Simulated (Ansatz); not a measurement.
# Magnesium, hcp: convergence with cold smearing

Computed with Ansatz, r²SCAN, scalar-relativistic PAW, on the relaxed cell (a = 3.179 Å, c = 5.157 Å (c/a = 1.622); spin not included). Errors count from a run at 500 eV on a Γ-centred 19×19×10 mesh with Fermi-Dirac smearing of 0.1 eV, extrapolated to zero width. Fixed here: cutoff 500 eV, mesh 11×11×6. The SCF starts from atomic densities corrected by a trained network.

```json
{"width (eV)": "0.01", "E(σ→0) error (meV/atom)": "-11.5", "F error (meV/atom)": "-11.5", "P (GPa)": "0.03", "SCF iterations": "5"}
{"width (eV)": "0.03", "E(σ→0) error (meV/atom)": "-11.5", "F error (meV/atom)": "-11.5", "P (GPa)": "0.03", "SCF iterations": "5"}
{"width (eV)": "0.1", "E(σ→0) error (meV/atom)": "-11.6", "F error (meV/atom)": "-11.5", "P (GPa)": "0.00", "SCF iterations": "5"}
{"width (eV)": "0.2", "E(σ→0) error (meV/atom)": "-11.4", "F error (meV/atom)": "-10.4", "P (GPa)": "-0.04", "SCF iterations": "6"}
{"width (eV)": "0.3", "E(σ→0) error (meV/atom)": "-10.4", "F error (meV/atom)": "-9.0", "P (GPa)": "-0.04", "SCF iterations": "6"}
{"width (eV)": "0.6", "E(σ→0) error (meV/atom)": "-7.4", "F error (meV/atom)": "-5.3", "P (GPa)": "-0.02", "SCF iterations": "6"}
{"width (eV)": "1.0", "E(σ→0) error (meV/atom)": "-3.0", "F error (meV/atom)": "-2.3", "P (GPa)": "0.04", "SCF iterations": "6"}
```
